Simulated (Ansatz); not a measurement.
Ansatz (a first-principles code) input (CCSD(T)/aug-cc-pVDZ):

Ansatz 0.2 input:
```yaml
crystal:
  periodic: [false, false, false]
  atoms:
    - {symbol: C, position_ang: [-0.00000000, -0.00000000, -0.47198407]}
    - {symbol: C, position_ang: [0.00000000, 0.00000000, 0.72801579]}
    - {symbol: H, position_ang: [-0.00000000, -0.00000000, -1.53619029]}
basis:
  gaussian:
    orbitals: aug-cc-pVDZ
magnetization: {spin_polarized: true, initial_magnetization: 1}
correlation: {method: ccsd_t, electrons: outside_noble_gas}
output: {forces: true}
```

End of the output:

```
integrals: 0.04 GiB planned
565 factors; integrals over basis functions are off by at most 1.1e-3 eV
mean field: 0.09 GiB planned
mean field evaluation 1: about -2070.1693 eV, gradient 1.5e1 eV
mean field evaluation 2: about -2070.1696 eV, gradient 1.5e1 eV
mean field evaluation 4: about -2071.9718 eV, gradient 3.3e0 eV
mean field evaluation 8: about -2072.3168 eV, gradient 8.0e-1 eV
mean field evaluation 16: about -2071.6405 eV, gradient 7.1e0 eV
mean field evaluation 32: about -2071.8894 eV, gradient 2.5e-2 eV
mean field evaluation 64: about -2071.8724 eV, gradient 1.9e-2 eV
mean field evaluation 96: about -2072.3834 eV, gradient 4.2e-3 eV
mean field -2072.38338545 eV, -76.1586847032 hartree, gradient 6.0e-6 eV, S^2 1.100801; 4 other end points of the search recorded, 0 dependent functions left out
determinant -2072.38338545 eV, -76.1586847032 hartree, with singles and doubles -2078.81799176 eV, -76.3951521236 hartree
determinant -2071.88944515 eV, -76.1405327323 hartree, with singles and doubles -2078.20992581 eV, -76.3728061121 hartree
determinant -2071.87242967 eV, -76.1399074248 hartree, with singles and doubles -2078.12434636 eV, -76.3696611255 hartree
determinant -2071.84685936 eV, -76.1389677333 hartree, with singles and doubles -2078.57748572 eV, -76.3863136897 hartree
determinant -2072.38338545 eV, -76.1586847032 hartree, with singles and doubles -2078.84147457 eV, -76.3960151010 hartree
determinant -2071.84685936 eV, -76.1389677333 hartree, with singles and doubles -2078.82230570 eV, -76.3953106581 hartree
2 core orbitals not correlated
reference -2072.38338545 eV, -76.1586847032 hartree; 5, 4 occupied and 48, 49 virtual orbitals, 565 factors
densities: 0.21 GiB planned
second order -5.49938350 eV of doubles, -0.00000000 eV of singles
coupled cluster: 0.16 GiB planned
cycle   1  -6.45809016 eV  change   -1.0e-6 eV  update   1.5e-6
cycle   2  -6.45809051 eV  change   -3.4e-7 eV  update   9.9e-7
coupled cluster: 0.16 GiB planned
perturbative correction -0.29236317 eV, -0.0107441481 hartree
the calculation of the forces begins
mean field evaluation 128: about -2072.3832 eV, gradient 4.1e-3 eV
Total energy: -2079.13383912 eV, -76.4067593000 hartree
Atom 0 at    -0.000000    -0.000000    -0.471984 Å, force     0.000004    -0.000000    -2.860708 eV/Å
Atom 1 at     0.000000     0.000000     0.728016 Å, force    -0.000002    -0.000000     3.459370 eV/Å
Atom 2 at    -0.000000    -0.000000    -1.536190 Å, force    -0.000003     0.000000    -0.598662 eV/Å
Dipole moment:     0.000001    -0.000000    -0.155372 e Å
```

It need not be the lowest isomer of its formula.

The determinant is spin-contaminated: <S^2> is 1.10 against 0.75 for a pure state.
